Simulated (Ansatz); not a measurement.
A first, cheap relaxation of C6H8 (`C1=C[C@H]2C[C@H]2C1`).

```yaml
crystal:
  periodic: [false, false, false]
  atoms:
    - {symbol: C, position_ang: [0.118570, 1.144460, 0.976680]}
    - {symbol: C, position_ang: [-0.555290, 1.322310, -0.151700]}
    - {symbol: C, position_ang: [-0.778180, 0.038710, -0.853110]}
    - {symbol: C, position_ang: [0.484760, -0.662760, -1.282810]}
    - {symbol: C, position_ang: [-0.146720, -1.013180, 0.027680]}
    - {symbol: C, position_ang: [0.406650, -0.305410, 1.250990]}
    - {symbol: H, position_ang: [0.441750, 1.916330, 1.653850]}
    - {symbol: H, position_ang: [-0.900950, 2.261130, -0.548420]}
    - {symbol: H, position_ang: [-1.688300, -0.114000, -1.413880]}
    - {symbol: H, position_ang: [1.405380, -0.098560, -1.275250]}
    - {symbol: H, position_ang: [0.412570, -1.380050, -2.086740]}
    - {symbol: H, position_ang: [-0.583330, -1.992150, 0.156680]}
    - {symbol: H, position_ang: [1.477260, -0.482130, 1.380570]}
    - {symbol: H, position_ang: [-0.094160, -0.634690, 2.165440]}
basis:
  gaussian: {orbitals: def2-SVP}
hamiltonian: {xc: pbe, dispersion: d4}
relax: {f_tol: 0.03, max_steps: 200}
```

```sh
$ ansatz run in.yaml --threads 4 --pin off --events-out ev --progress --plain --max-ram 10444MiB
```

It prints (some lines left out):

```
Functional definition: PBE
mean field -6337.89380383 eV, -232.9133013120 hartree, gradient 4.0e-5 eV, S^2 0.000000; 0 other end points of the search recorded, 0 dependent functions left out
relax step   1: F+E_penalty+E_count = -6338.21395021 eV  Δ(F+E_penalty+E_count) = +0.000e0 eV  max|allowed force component| = 8.168e-1 eV/Å  Δτ_max = 0.0000 Å  (30 SCF iters, accepted)
mean field -6338.00516210 eV, -232.9173936528 hartree, gradient 1.7e-5 eV, S^2 0.000000; 0 other end points of the search recorded, 0 dependent functions left out
relax step   2: F+E_penalty+E_count = -6338.32301553 eV  Δ(F+E_penalty+E_count) = -1.091e-1 eV  max|allowed force component| = 2.333e-1 eV/Å  Δτ_max = 0.0443 Å  (31 SCF iters, accepted)
mean field -6338.01702429 eV, -232.9178295803 hartree, gradient 1.7e-5 eV, S^2 0.000000; 0 other end points of the search recorded, 0 dependent functions left out
relax step   3: F+E_penalty+E_count = -6338.33395192 eV  Δ(F+E_penalty+E_count) = -1.094e-2 eV  max|allowed force component| = 7.532e-2 eV/Å  Δτ_max = 0.0256 Å  (31 SCF iters, accepted)
mean field -6338.01771666 eV, -232.9178550244 hartree, gradient 1.7e-5 eV, S^2 0.000000; 0 other end points of the search recorded, 0 dependent functions left out
relax step   4: F+E_penalty+E_count = -6338.33458946 eV  Δ(F+E_penalty+E_count) = -6.375e-4 eV  max|allowed force component| = 4.314e-2 eV/Å  Δτ_max = 0.0185 Å  (31 SCF iters, accepted)
mean field -6338.01731112 eV, -232.9178401214 hartree, gradient 1.7e-5 eV, S^2 0.000000; 0 other end points of the search recorded, 0 dependent functions left out
relax step   5: F+E_penalty+E_count = -6338.33424381 eV  Δ(F+E_penalty+E_count) = +3.456e-4 eV  max|allowed force component| = 7.232e-2 eV/Å  Δτ_max = 0.0130 Å  (31 SCF iters, rejected (line search))
mean field -6338.01793678 eV, -232.9178631138 hartree, gradient 1.7e-5 eV, S^2 0.000000; 0 other end points of the search recorded, 0 dependent functions left out
relax step   6: F+E_penalty+E_count = -6338.33485816 eV  Δ(F+E_penalty+E_count) = -2.687e-4 eV  max|allowed force component| = 1.602e-2 eV/Å  Δτ_max = 0.0065 Å  (32 SCF iters, accepted)
mean field -6338.01793678 eV, -232.9178631138 hartree, gradient 1.7e-5 eV, S^2 0.000000; 1 other end points of the search recorded, 0 dependent functions left out
Total energy: -6338.33489180 eV, -232.9295109961 hartree
Atom 0 at     0.122810     1.157815     0.999809 Å, force    -0.001803    -0.007377     0.008721 eV/Å
Atom 1 at    -0.565658     1.333924    -0.149891 Å, force     0.015010     0.000146    -0.002877 eV/Å
Atom 2 at    -0.780856     0.039804    -0.864437 Å, force    -0.016023    -0.010466    -0.003071 eV/Å
Atom 3 at     0.489283    -0.667642    -1.311183 Å, force     0.003974     0.001692     0.001590 eV/Å
Atom 4 at    -0.121075    -1.017968     0.023063 Å, force    -0.005141    -0.002641    -0.004256 eV/Å
Atom 5 at     0.402931    -0.306415     1.272375 Å, force     0.009218     0.014091     0.001708 eV/Å
Atom 6 at     0.463526     1.965628     1.665849 Å, force    -0.003002    -0.003046    -0.011045 eV/Å
Atom 7 at    -0.897996     2.304084    -0.550050 Å, force     0.001589    -0.003884     0.010530 eV/Å
Atom 8 at    -1.718512    -0.146489    -1.413489 Å, force     0.009508     0.000165     0.001397 eV/Å
Atom 9 at     1.420404    -0.076300    -1.333879 Å, force    -0.008451    -0.002371    -0.001735 eV/Å
Atom 10 at     0.399501    -1.418059    -2.112962 Å, force    -0.000364     0.003522     0.006970 eV/Å
Atom 11 at    -0.575648    -2.014640     0.133969 Å, force     0.002299     0.007411    -0.005747 eV/Å
Atom 12 at     1.484764    -0.502247     1.449366 Å, force    -0.005101     0.002732     0.002539 eV/Å
Atom 13 at    -0.123465    -0.651484     2.191440 Å, force    -0.001714     0.000026    -0.004725 eV/Å
Dipole moment:    -0.002453    -0.060276     0.008185 e Å
```

It took 17 s on 4 threads of an Arm Neoverse N1 on a shared host, with 0.17 GiB of host memory at the peak.
